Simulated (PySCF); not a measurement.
Species: C₄H₃FO (charge +1 and doublet state).
Numbering: `[CH3:1][C+:2]1[C:3]([F:4])[C:5]1=[O:6]` (hydrogens: H7, H8, H9 on C1)

Cartesian coordinates in Å at the GFN2-xTB level; atoms count from 1:
```xyz
9
C4H3FO angstrom
C     -1.3351   -0.1390    0.0291
C      0.0652    0.1522   -0.0344
C      1.1927    0.8418   -0.1752
F      1.8578    1.9080   -0.3901
C      1.3884   -0.5655    0.1049
O      1.9780   -1.5502    0.2981
H     -1.6004   -0.9848   -0.6135
H     -1.9006    0.7454   -0.2941
H     -1.6324   -0.4019    1.0501
```

Theory: UKS B3LYP, pcH-1 on C F H O, non-relativistic, mean-field spin-orbit, GIAO in PySCF. Isolated species at its GFN2-xTB geometry, gas phase. The geometry wasn't refined by DFT: couplings that depend on bond lengths, twists or pyramidal angles can differ widely from those at the functional's own minimum, by a factor of two or more for some ions and for spin on atoms past the first row. No stability test was run, so a lower SCF solution isn't excluded.

(1) Give the principal g shifts and their parts.

(2) What are the electron Larmor frequencies g μB B/h along the three axes at 330 mT?

(3) How much does each term add to the isotropic shift?

(4) In a frozen sample, at which fields do the three g values resonate at 9.5, 34, 94 and 263 GHz (hyperfine left aside), and which band first spreads them over more than twice a line width of 0.3 mT?

## Answers

(1) 
| Δg (ppt) | 1 | 2 | 3 |
| --- | --- | --- | --- |
| relativistic mass correction | -0.29 | -0.29 | -0.29 |
| gauge correction | 0.01 | 0.02 | 0.02 |
| orbital Zeeman/spin–orbit | -1.06 | 2.61 | 5.53 |
| total | -1.35 | 2.34 | 5.26 |

So g = 2.00097, 2.00466, 2.00758 and g_iso = 2.00440; the tensor is rhombic: the two nearest values differ by 44 % of g3 − g1. Axes: g1 points within 8° of the C2–C3 bond and g2 points within 6° of the C5–O6 bond.

(2) 9.2420, 9.2591, 9.2725 GHz for g1, g2 and g3, a range of 30.5 MHz.

(3) The orbital-Zeeman/spin–orbit term 2.36, the mass correction -0.29 and the gauge correction 0.02 ppt, for a total of 2.09 ppt. The orbital-Zeeman/spin–orbit term is the largest in size. The mass correction is the same along every axis, so the anisotropy comes from the other two: their spans along these axes are 0.01 (gauge) and 6.59 ppt (orbital Zeeman/spin–orbit).

(4) 
```csv
band,GHz,B(g3) mT,B(g2) mT,B(g1) mT,spread mT
X,9.5,338.10,338.59,339.21,1.12
Q,34.0,1210.03,1211.79,1214.02,4.00
W,94.0,3345.37,3350.23,3356.41,11.05
J,263.0,9359.91,9373.53,9390.81,30.90
```

The spread grows in proportion to the frequency. X band is the first where it exceeds 0.6 mT.

The Mulliken spin populations are largest on O6 (+0.57), C3 (+0.17) and C2 (+0.17). Three atoms exceed +0.15.

The HOMO–LUMO gaps are 7.71 eV among the α and 3.33 eV among the β orbitals.

The SMILES draws the unpaired electron on C3; the largest computed Mulliken spin population is on O6 (0.57 against 0.17).
